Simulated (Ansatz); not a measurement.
# CHP₂ (quartet): the correlation ladder at a displaced geometry (v2), cc-pVDZ

How much of the correlation energy of CHP₂ (quartet) does each wave-function method recover here?

The runs use Ansatz 0.2.0, Gaussian basis; cc-pVDZ, core rule «outside noble gas», up to 11 orbitals frozen.

Plan: UHF; CCSD(T) on ROHF; CCSD(T) on UHF; BCCD(T) on ROHF; CISD as a restricted active space (open shells left free, so some higher excitations enter); CCSDT(Q) on ROHF; CCSDT(Q) on UHF.

21 further runs of the same task are left out: 4 that didn't finish, 17 set aside as unsound or not needed. Runs told in other sessions of the task aren't counted.

## (1) What is computed

The geometry is a PBE0/def2-TZVP stationary point (not a proven minimum) with its atoms shifted at random (size 0.100 Å).

4 atoms, charge 0, spin multiplicity 4.

Atoms are counted from 1 here; the program's logs count them from 0.

Bond lengths: P1–C2 1.715 Å, C2–P3 1.737 Å, C2–H4 1.022 Å. Angles: P1–C2–P3 127.3°, P1–C2–H4 113.9°, P3–C2–H4 116.0°.

Coordinates:

```xyz
4
charge 0, multiplicity 4
P     0.06295   -0.13298    1.54405
C    -0.10193    0.61181    0.00804
P    -0.02531   -0.15703   -1.54775
H     0.05780    1.62135    0.01807
```

## (2) UHF

Input file in.yaml:

```yaml
crystal:
  periodic: [false, false, false]
  atoms:
    - {symbol: P, position_ang: [0.062948, -0.132978, 1.544050]}
    - {symbol: C, position_ang: [-0.101926, 0.611815, 0.008035]}
    - {symbol: P, position_ang: [-0.025305, -0.157028, -1.547754]}
    - {symbol: H, position_ang: [0.057803, 1.621348, 0.018069]}
basis:
  gaussian: {orbitals: cc-pVDZ}
magnetization: {spin_polarized: true, initial_magnetization: 3}
hamiltonian: {xc: hf}
output: {orbitals: {seedname: orbitals}}
```

Run with:

```sh
> ansatz run in.yaml --threads 1 --pin off --events-out ev --progress --plain --max-ram 2393MiB
```

The runs that follow: CCSD(T) on ROHF; CCSD(T) on UHF; BCCD(T) on ROHF; CISD as a restricted active space (open shells left free, so some higher excitations enter); CCSDT(Q) on ROHF; CCSDT(Q) on UHF.

**Question.** What will the summary of the whole plan be? Wanted: UCCSDT(Q) from the RHF energy; RMP2 from UCCSDT(Q); UMP2 from UCCSDT(Q); RCCSD from UCCSDT(Q); RCCSD(T) from UCCSDT(Q); UCCSD(T) from UCCSDT(Q); RCCSDT(Q) from UCCSDT(Q); T1 diagnostic.

**Answer**, as computed:

| quantity | value |
| --- | --- |
| UCCSDT(Q) from the ROHF energy | -10.2835 eV |
| RMP2 from UCCSDT(Q) | +1544.3 meV |
| UMP2 from UCCSDT(Q) | +1776.8 meV |
| RCCSD from UCCSDT(Q) | +481.0 meV |
| RCCSD(T) from UCCSDT(Q) | +75.6 meV |
| UCCSD(T) from UCCSDT(Q) | +89.7 meV |
| RCCSDT(Q) from UCCSDT(Q) | +1.7 meV |
| levels within 1 kcal/mol (43 meV) | RCCSDT, UCCSDT, RCCSDT(Q) |
| T1 diagnostic | 0.049 |

RCCSD(T) lands +75.6 meV from the yardstick (0.7 % of the correlation energy). These misses are within one basis, not against nature; the frozen cores of restricted and unrestricted runs differ, which can shift their rows.

With open shells the CI space here admits some higher excitations, so it is larger than plain CISD.
